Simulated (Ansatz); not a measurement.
We consider 1T (CdI2-type) PtSe2, described by PBE-D3(BJ) (PAW; Ansatz, a first-principles code).

Settings: plane-wave cutoff 520 eV, 12×12×8 k mesh (along the axes of the cell as run), Fermi–Dirac smearing 0.01 eV, scalar-relativistic PAW data made under PBE.

Response to compression and expansion:

Shape and atoms are relaxed at each volume.

```tsv
V (Å³/atom)	P (GPa)	c (Å)	a (Å)
19.001	3.01	4.673	3.753
19.397	1.35	4.744	3.763
19.793	0.00	4.820	3.772
20.189	-1.06	4.899	3.778
20.584	-1.80	4.987	3.781
```

Note: the bulk modulus comes from volumes at which shape and atoms were relaxed.
